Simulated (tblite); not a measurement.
Record of a relaxation.

Species: C4H11PS.
Atom-mapped SMILES: `[CH3:1][CH2:2][CH2:3][P@@H:4]([CH3:5])=[S:6]` (hydrogens: H7, H8, H9 on C1; H10, H11 on C2; H12, H13 on C3; H14 on P4; H15, H16, H17 on C5)

Computed with GFN2-xTB (tblite), gas phase: L-BFGS steps from a force-field or distance-geometry start until the largest atomic force falls under 0.01 eV/Å. 9 of its 93 geometries are shown.

Step 0: E = -541.5535 eV, largest atomic force 13.136 eV/Å
```
atom  x, y, z in Å  |  force x, y, z in eV/Å
C1     -2.550    0.129   -0.136   -1.179   0.789  -0.845
C2     -1.282   -0.459    0.417   -0.173  -0.736   1.396
C3     -0.159    0.016   -0.474   -1.338   1.260  -1.197
P4      1.465   -0.532   -0.047    1.556   8.029  -6.102
C5      2.470    0.741    0.764    1.404   1.214  -0.728
S6      1.491   -1.958    0.934   -0.075 -10.860   7.390
H7     -2.276    0.996   -0.780   -0.507  -0.330   0.490
H8     -3.062   -0.589   -0.819    0.185   0.526   0.698
H9     -3.246    0.499    0.649    0.406  -0.488  -0.644
H10    -1.143   -0.128    1.486    0.071  -0.387  -0.937
H11    -1.397   -1.568    0.400    0.482   0.666   0.253
H12    -0.407   -0.383   -1.484    0.320   0.405   0.228
H13    -0.228    1.132   -0.483    0.288  -0.594  -0.287
H14     2.143   -0.838   -1.264   -0.252   0.817  -0.010
H15     2.879    1.480    0.015   -0.484  -0.436   0.781
H16     3.360    0.211    1.194   -0.776   0.330  -0.214
H17     1.933    1.263    1.566    0.072  -0.206  -0.272
```

Step 12: E = -543.1168 eV, largest atomic force 0.256 eV/Å
```
atom  x, y, z in Å  |  force x, y, z in eV/Å
C1     -2.615    0.145   -0.142   -0.005   0.005   0.009
C2     -1.294   -0.418    0.394    0.050   0.071  -0.079
C3     -0.146    0.025   -0.509    0.044   0.113  -0.061
P4      1.503   -0.619    0.009    0.040  -0.188   0.039
C5      2.497    0.735    0.740   -0.010   0.131   0.035
S6      1.489   -2.225    1.077   -0.014  -0.121   0.026
H7     -2.433    1.043   -0.730    0.002   0.043   0.042
H8     -3.120   -0.569   -0.786    0.047  -0.048  -0.013
H9     -3.297    0.416    0.658    0.014  -0.105   0.091
H10    -1.106   -0.076    1.416   -0.033   0.031  -0.073
H11    -1.311   -1.512    0.417   -0.060   0.096   0.060
H12    -0.318   -0.326   -1.532   -0.003  -0.042   0.028
H13    -0.071    1.113   -0.540   -0.059   0.118  -0.009
H14     2.115   -0.706   -1.239    0.142  -0.126  -0.171
H15     2.811    1.470    0.006   -0.070   0.042  -0.143
H16     3.384    0.289    1.192   -0.076  -0.028   0.050
H17     1.906    1.227    1.508   -0.007   0.008   0.169
```

Step 23: E = -543.1746 eV, largest atomic force 0.177 eV/Å
```
atom  x, y, z in Å  |  force x, y, z in eV/Å
C1     -2.613    0.149   -0.130   -0.058  -0.027   0.035
C2     -1.259   -0.343    0.375    0.111   0.009  -0.059
C3     -0.113    0.047   -0.552    0.164  -0.006  -0.066
P4      1.506   -0.678    0.013    0.063  -0.056  -0.030
C5      2.443    0.722    0.753   -0.043   0.011  -0.011
S6      1.459   -2.313    1.046   -0.084   0.132  -0.009
H7     -2.549    1.112   -0.633    0.118   0.010   0.058
H8     -3.055   -0.563   -0.818    0.035  -0.017  -0.120
H9     -3.287    0.256    0.712   -0.155   0.005   0.064
H10    -1.067    0.067    1.371    0.044  -0.029  -0.047
H11    -1.278   -1.432    0.460    0.016   0.024   0.113
H12    -0.281   -0.315   -1.571   -0.110  -0.083   0.022
H13    -0.006    1.133   -0.600    0.023   0.021  -0.002
H14     2.203   -0.818   -1.201   -0.097   0.077   0.041
H15     2.663    1.461   -0.014    0.051   0.009  -0.005
H16     3.366    0.335    1.184   -0.011  -0.002  -0.043
H17     1.861    1.192    1.543   -0.066  -0.078   0.058
```

Step 34: E = -543.2346 eV, largest atomic force 0.227 eV/Å
```
atom  x, y, z in Å  |  force x, y, z in eV/Å
C1     -2.568    0.142   -0.099   -0.061   0.031  -0.002
C2     -1.189   -0.268    0.397   -0.020   0.013  -0.033
C3     -0.099    0.033   -0.628    0.070  -0.040   0.015
P4      1.487   -0.713   -0.032    0.105   0.189   0.070
C5      2.367    0.702    0.754    0.001  -0.043   0.012
S6      1.318   -2.301    1.054    0.083  -0.029  -0.026
H7     -2.564    1.183   -0.418   -0.041  -0.025   0.005
H8     -2.877   -0.481   -0.937    0.068   0.055  -0.030
H9     -3.309    0.024    0.688    0.043   0.018   0.020
H10    -0.951    0.258    1.329   -0.051  -0.047  -0.042
H11    -1.180   -1.341    0.611   -0.011   0.063   0.030
H12    -0.349   -0.388   -1.605   -0.025  -0.085   0.032
H13     0.051    1.109   -0.746   -0.042  -0.013  -0.038
H14     2.244   -0.865   -1.205   -0.086   0.023   0.009
H15     2.521    1.510    0.035   -0.004  -0.106   0.113
H16     3.326    0.354    1.144   -0.072   0.021  -0.061
H17     1.764    1.055    1.595    0.045  -0.025  -0.074
```

Step 46: E = -543.2630 eV, largest atomic force 0.095 eV/Å
```
atom  x, y, z in Å  |  force x, y, z in eV/Å
C1     -2.562    0.167   -0.100   -0.065   0.034  -0.013
C2     -1.185   -0.225    0.414   -0.065  -0.020  -0.018
C3     -0.104   -0.008   -0.639   -0.040  -0.027   0.027
P4      1.496   -0.699   -0.031   -0.001  -0.040  -0.048
C5      2.360    0.697    0.778    0.025  -0.011   0.014
S6      1.413   -2.322    1.014   -0.014   0.020  -0.027
H7     -2.609    1.229   -0.330    0.025   0.036  -0.001
H8     -2.802   -0.387   -1.005    0.014  -0.013   0.003
H9     -3.323   -0.055    0.643    0.010   0.009   0.024
H10    -0.945    0.344    1.319   -0.017  -0.033  -0.060
H11    -1.190   -1.286    0.679    0.018   0.005   0.067
H12    -0.362   -0.551   -1.554   -0.012   0.008   0.013
H13     0.015    1.051   -0.882    0.020  -0.055  -0.003
H14     2.197   -0.810   -1.237    0.086   0.031  -0.027
H15     2.504    1.530    0.095   -0.043   0.017   0.025
H16     3.324    0.339    1.134    0.047  -0.015   0.023
H17     1.765    0.999    1.641    0.012   0.053   0.000
```

Step 58: E = -543.2708 eV, largest atomic force 0.038 eV/Å
```
atom  x, y, z in Å  |  force x, y, z in eV/Å
C1     -2.571    0.180   -0.104    0.033  -0.008   0.010
C2     -1.198   -0.225    0.419    0.034  -0.002  -0.017
C3     -0.113   -0.045   -0.639    0.004   0.015  -0.022
P4      1.509   -0.697   -0.041   -0.026  -0.004  -0.004
C5      2.362    0.697    0.791   -0.009  -0.010   0.004
S6      1.445   -2.341    0.971    0.006   0.000  -0.013
H7     -2.605    1.246   -0.318    0.008   0.007  -0.020
H8     -2.807   -0.363   -1.016   -0.005  -0.006   0.010
H9     -3.333   -0.046    0.637   -0.023   0.015   0.008
H10    -0.954    0.368    1.304    0.016  -0.007  -0.004
H11    -1.214   -1.275    0.722    0.006   0.001  -0.001
H12    -0.373   -0.612   -1.540    0.003  -0.011   0.033
H13     0.004    1.005   -0.918   -0.003   0.001  -0.006
H14     2.232   -0.757   -1.242   -0.014   0.000   0.002
H15     2.496    1.540    0.117   -0.024   0.005   0.009
H16     3.333    0.338    1.133    0.001   0.002   0.003
H17     1.779    0.998    1.662   -0.008   0.000   0.006
```

Step 69: E = -543.2765 eV, largest atomic force 0.071 eV/Å
```
atom  x, y, z in Å  |  force x, y, z in eV/Å
C1     -2.549    0.199   -0.094    0.042   0.000   0.021
C2     -1.177   -0.213    0.424    0.039  -0.016  -0.035
C3     -0.112   -0.073   -0.659   -0.004   0.012  -0.039
P4      1.511   -0.705   -0.053   -0.014   0.026   0.023
C5      2.317    0.694    0.820    0.013   0.002  -0.002
S6      1.452   -2.387    0.893    0.034   0.024   0.006
H7     -2.558    1.253   -0.361    0.014   0.026  -0.028
H8     -2.808   -0.382   -0.977   -0.019   0.002   0.033
H9     -3.309    0.035    0.665   -0.011  -0.028   0.020
H10    -0.902    0.394    1.292   -0.034  -0.001  -0.036
H11    -1.194   -1.257    0.748   -0.044   0.006   0.019
H12    -0.379   -0.685   -1.528   -0.015   0.019   0.025
H13    -0.009    0.965   -0.986    0.024  -0.022  -0.001
H14     2.255   -0.706   -1.243   -0.003  -0.014  -0.008
H15     2.396    1.554    0.158    0.003   0.013   0.034
H16     3.311    0.369    1.127   -0.010   0.007   0.005
H17     1.749    0.958    1.713   -0.014  -0.057  -0.040
```

Step 80: E = -543.2860 eV, largest atomic force 0.066 eV/Å
```
atom  x, y, z in Å  |  force x, y, z in eV/Å
C1     -2.521    0.234   -0.079    0.044   0.035   0.012
C2     -1.146   -0.192    0.416    0.011  -0.022   0.006
C3     -0.106   -0.129   -0.699   -0.015   0.007  -0.017
P4      1.532   -0.713   -0.091    0.026   0.007   0.000
C5      2.250    0.685    0.858   -0.012   0.026   0.003
S6      1.540   -2.424    0.805    0.012   0.039  -0.004
H7     -2.492    1.257   -0.446   -0.015   0.056  -0.031
H8     -2.855   -0.411   -0.888   -0.002  -0.018   0.002
H9     -3.245    0.182    0.728   -0.041  -0.021   0.026
H10    -0.837    0.448    1.248   -0.020  -0.008  -0.047
H11    -1.195   -1.218    0.789    0.035  -0.012   0.022
H12    -0.398   -0.798   -1.516    0.012   0.033   0.007
H13    -0.003    0.885   -1.095   -0.015  -0.035   0.007
H14     2.284   -0.644   -1.275   -0.005   0.000   0.029
H15     2.244    1.607    0.278   -0.007  -0.058   0.015
H16     3.273    0.425    1.132   -0.041  -0.009  -0.008
H17     1.670    0.817    1.774    0.031  -0.021  -0.022
```

Step 92: E = -543.2878 eV, largest atomic force 0.009 eV/Å
```
atom  x, y, z in Å  |  force x, y, z in eV/Å
C1     -2.512    0.246   -0.073    0.001  -0.002  -0.002
C2     -1.132   -0.179    0.411    0.000   0.000   0.001
C3     -0.106   -0.146   -0.717    0.002   0.001   0.005
P4      1.535   -0.716   -0.102    0.001   0.004  -0.005
C5      2.221    0.676    0.872    0.000   0.000   0.002
S6      1.567   -2.433    0.781   -0.004  -0.005   0.004
H7     -2.486    1.265   -0.455   -0.006   0.000  -0.005
H8     -2.856   -0.410   -0.868   -0.004  -0.005  -0.004
H9     -3.229    0.204    0.743    0.001  -0.001   0.002
H10    -0.810    0.484    1.219    0.002   0.003  -0.001
H11    -1.175   -1.194    0.815    0.000   0.000   0.003
H12    -0.404   -0.831   -1.517   -0.003   0.003   0.000
H13    -0.006    0.857   -1.137    0.003   0.001  -0.003
H14     2.300   -0.624   -1.274   -0.002   0.001  -0.002
H15     2.180    1.609    0.315    0.003   0.004   0.002
H16     3.253    0.438    1.127    0.002  -0.004  -0.006
H17     1.652    0.764    1.797    0.002   0.000   0.009
```

Q: Summarise the path.

A: The energy falls by 1.7343 eV from step 0 to step 92; nine tenths of that is first reached at step 12. It falls at every step. The largest force goes from 13.136 to 0.009 eV/Å. Among the bonds P4=S6 changes most, from 1.731 to 1.931 Å; the atoms move by 0.471 Å rms after alignment.

Q: Follow the three bonds and two angles with the largest change from start to end.

A: 
| step | E above end (eV) | largest force (eV/Å) | P4=S6 (Å) | C3–P4 (Å) | C5–H15 (Å) | S6–P4–H14 (°) | C3–P4–C5 (°) |
| --- | --- | --- | --- | --- | --- | --- | --- |
| 0 | 1.7343 | 13.136 | 1.731 | 1.766 | 1.129 | 107.5 | 113.6 |
| 4 | 0.3631 | 0.906 | 1.912 | 1.846 | 1.081 | 110.5 | 112.5 |
| 8 | 0.2248 | 0.328 | 1.934 | 1.854 | 1.092 | 116.9 | 109.3 |
| 12 | 0.1710 | 0.256 | 1.929 | 1.845 | 1.086 | 116.5 | 109.8 |
| 16 | 0.1457 | 0.168 | 1.933 | 1.858 | 1.091 | 116.6 | 107.6 |
| 20 | 0.1286 | 0.172 | 1.930 | 1.852 | 1.086 | 114.9 | 106.4 |
| 24 | 0.1075 | 0.176 | 1.934 | 1.864 | 1.090 | 112.4 | 105.3 |
| 28 | 0.0839 | 0.233 | 1.931 | 1.855 | 1.088 | 112.2 | 105.0 |
| 32 | 0.0593 | 0.128 | 1.933 | 1.853 | 1.088 | 114.2 | 103.8 |
| 36 | 0.0478 | 0.121 | 1.931 | 1.847 | 1.090 | 116.2 | 104.4 |
| 40 | 0.0380 | 0.122 | 1.932 | 1.847 | 1.085 | 116.1 | 104.7 |
| 44 | 0.0283 | 0.165 | 1.931 | 1.843 | 1.090 | 115.3 | 105.1 |
| 48 | 0.0219 | 0.151 | 1.932 | 1.849 | 1.086 | 114.8 | 106.1 |
| 52 | 0.0190 | 0.053 | 1.931 | 1.847 | 1.088 | 115.1 | 106.6 |
| 56 | 0.0176 | 0.034 | 1.931 | 1.849 | 1.087 | 115.4 | 106.7 |
| 60 | 0.0166 | 0.045 | 1.931 | 1.846 | 1.088 | 115.5 | 106.7 |
| 64 | 0.0147 | 0.058 | 1.931 | 1.844 | 1.088 | 115.4 | 106.9 |
| 68 | 0.0122 | 0.062 | 1.931 | 1.845 | 1.088 | 115.5 | 106.3 |
| 72 | 0.0091 | 0.062 | 1.931 | 1.841 | 1.088 | 115.4 | 106.8 |
| 76 | 0.0045 | 0.066 | 1.930 | 1.843 | 1.088 | 115.3 | 106.3 |
| 80 | 0.0018 | 0.066 | 1.932 | 1.842 | 1.090 | 115.6 | 106.1 |
| 84 | 0.0005 | 0.024 | 1.931 | 1.842 | 1.087 | 115.6 | 106.0 |
| 88 | 0.0001 | 0.014 | 1.931 | 1.842 | 1.088 | 115.7 | 105.9 |
| 92 | 0.0000 | 0.009 | 1.931 | 1.843 | 1.088 | 115.6 | 106.0 |

What follows is the cost of the whole relaxation. Time: 0.46 s of wall time. Hardware: an Arm Neoverse V2 with one thread (shared host).
